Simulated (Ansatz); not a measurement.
**AlH₃+ (doublet): wB97M-V, HSE06 over a scan of the distance Al1–H3, cc-pVDZ**

Aim: run AlH₃+ (doublet) with these functionals over a scan of the distance Al1–H3, and hold them against the top wave-function level at the same points.

The runs use Ansatz 0.2.0, Gaussian basis; cc-pVDZ, all electrons in the functionals.

Plan: wB97M-V, HSE06, at 1.243 Å; 1.411 Å; 1.560 Å; 1.722 Å; 1.913 Å; 2.125 Å; 2.513 Å; 2.820 Å; 3.411 Å; 4.190 Å; 5.419 Å.

39 further runs of the same task are left out: 20 for a known fault of the program, 14 that didn't finish, 5 set aside as unsound or not needed.

## (1) The geometry

The geometry derives from a PBE0/def2-TZVP stationary point (not a proven minimum). One bond is set to the value named and the two fragments are kept rigid.

4 atoms, charge 1, spin multiplicity 2.

Atoms are counted from 1 here; the program's logs count them from 0.

Bond lengths: Al1–H2 1.560 Å, Al1–H3 1.560 Å. Angles: H2–Al1–H3 167.6°.

Coordinates:

```
Al    0.0000    0.0571    0.0000
H     0.0000    0.2262   -1.5512
H     0.0000    0.2262    1.5512
H     0.0000   -1.9820    0.0000
```

No dispersion term is added; wB97M-V holds VV10 nonlocal correlation. HSE06 is the plane-wave form.

The geometry shown and the zero of energy belong to the point 1.560 Å. The yardstick, FCI, and other wave-function levels (R restricted, U unrestricted, valence and pair active spaces) come from earlier runs.

## (2) wB97M-V, 1.243 Å

in.yaml reads:

```yaml
crystal:
  periodic: [false, false, false]
  atoms:
    - {symbol: Al, position_ang: [0.000000, 0.058298, 0.010599]}
    - {symbol: H, position_ang: [0.000000, 0.227340, -1.540599]}
    - {symbol: H, position_ang: [0.000000, 0.192958, 1.246283]}
    - {symbol: H, position_ang: [0.000000, -1.980874, 0.010599]}
basis:
  gaussian: {orbitals: cc-pVDZ}
total_charge: 1
magnetization: {spin_polarized: true, initial_magnetization: 1}
hamiltonian: {xc: {name: wB97M-V}}
output: {forces: true, orbitals: {seedname: orbitals}}
```

The run is started by

```bash
$ ansatz run in.yaml --threads 1 --pin off --events-out ev --progress --plain --max-ram 2393MiB
```

The runs that follow: wB97M-V, 1.411 Å; wB97M-V, 1.560 Å; wB97M-V, 1.722 Å; wB97M-V, 1.913 Å; wB97M-V, 2.125 Å; wB97M-V, 2.513 Å; wB97M-V, 2.820 Å; wB97M-V, 3.411 Å; wB97M-V, 4.190 Å; wB97M-V, 5.419 Å; HSE06, 1.243 Å; HSE06, 1.411 Å; HSE06, 1.560 Å; HSE06, 1.722 Å; HSE06, 1.913 Å; HSE06, 2.125 Å; HSE06, 2.513 Å; HSE06, 2.820 Å; HSE06, 3.411 Å; HSE06, 4.190 Å; HSE06, 5.419 Å.

Before running them: what should the planned runs give, taken together? Wanted: span of the FCI curve; largest miss, wB97M-V; largest miss, HSE06.

As calculated:

| quantity | value |
| --- | --- |
| span of the FCI curve | 2.380 eV |
| largest miss, wB97M-V | +0.279 eV (5.419 Å) |
| largest miss, HSE06 | +0.241 eV (5.419 Å) |

What this shows: Of the functionals, HSE06 keep the smallest largest miss at the points compared (at most 0.241 eV) and wB97M-V strays most (0.279 eV, at 5.419 Å). HSE06 clearly breaks the spin symmetry at some points (⟨S²⟩ up to 0.36 above the pure value), so energy there is bought with a mixed spin. Functionals and the yardstick converge differently with the basis, so part of each miss in cc-pVDZ is the basis.
